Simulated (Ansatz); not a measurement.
Gas-phase reaction in SMILES: [c]1ccc[nH]1 -> [c]1cc[nH]c1

Wanted: isomerisation energy (enthalpy at 298 K), in kcal/mol. Set-up: no dispersion term unless named; open shells spin-unrestricted; no spin-orbit coupling; six Cartesian d functions in 6-31G* and its kin unless marked 5d; non-relativistic; 6-311+G** with 5d; LANL2DZ all-electron up to Ne. Ab initio and DFT rows: single points at B3LYP-D3(BJ) geometries (Ansatz, a quantum-chemistry and plane-wave program), with unscaled harmonic terms from B3LYP/6-31G* at its own minima.

| level | program | isomerisation energy (enthalpy at 298 K) (kcal/mol) |
|---|---|---|
| B3LYP/STO-3G | Ansatz | 0.1 |
| B3LYP/3-21G | Ansatz | -0.5 |
| B3LYP/LANL2DZ | Ansatz | -0.7 |
| B3LYP/6-31G | Ansatz | -0.7 |
| B3LYP/6-31G* | Ansatz | -0.5 |
| B3LYP/6-31+G* | Ansatz | -0.5 |
| B3LYP/6-31G** | Ansatz | -0.5 |
| B3LYP/def2-SVP | Ansatz | -0.5 |
| B3LYP/cc-pVDZ | Ansatz | -0.5 |
| B3LYP/6-311+G** | Ansatz | -0.6 |
| B3LYP/def2-TZVPD | Ansatz | -0.6 |

No value to compare with is used here. The 10 habitual levels span -0.7 (B3LYP/LANL2DZ) to 0.1 kcal/mol (B3LYP/STO-3G); B3LYP/def2-TZVPD gives -0.6.

The sets are all those run for this method; runs whose electronic state is in doubt are left out.
